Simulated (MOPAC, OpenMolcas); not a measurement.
A ladder of methods for AlHCl2 (SMILES [H][Al]([Cl])[Cl])

AlHCl2: 4 atoms, total charge 0, spin state singlet. As SMILES, `[H][Al]([Cl])[Cl]`. Geometry: a GFN2-xTB relaxation, a rough one for these elements and not checked as a minimum.

| atom | x (Å) | y (Å) | z (Å) |
| --- | --- | --- | --- |
| Al | -0.0478 | -0.0807 | -0.0004 |
| Cl | 1.9719 | -0.1826 | 0.0143 |
| Cl | -1.0957 | 1.6499 | -0.0158 |
| H | -0.8284 | -1.3866 | 0.0020 |

Each level gives the dipole moment (D). The values are calculated.

```csv
level,kind,program,value (D)
AM1,semi-empirical,MOPAC,0.76
MNDO,semi-empirical,MOPAC,1.12
PM3,semi-empirical,MOPAC,1.18
PM7,semi-empirical,MOPAC,0.89
HF/STO-3G,Hartree–Fock,OpenMolcas,2.05
SVWN5/STO-3G,LDA,OpenMolcas,1.73
PBE/STO-3G,GGA,OpenMolcas,1.67
r2SCAN/STO-3G,meta-GGA,OpenMolcas,1.73
B3LYP/STO-3G,global hybrid,OpenMolcas,1.74
M06-2X/STO-3G,hybrid meta-GGA,OpenMolcas,1.85
```

The values span 0.76 to 2.05 D. All rows use very small basis sets, so even the best lies far from the true value. Magnitudes only: a small dipole may point the other way at some levels. Sets without polarisation functions give poor dipoles.
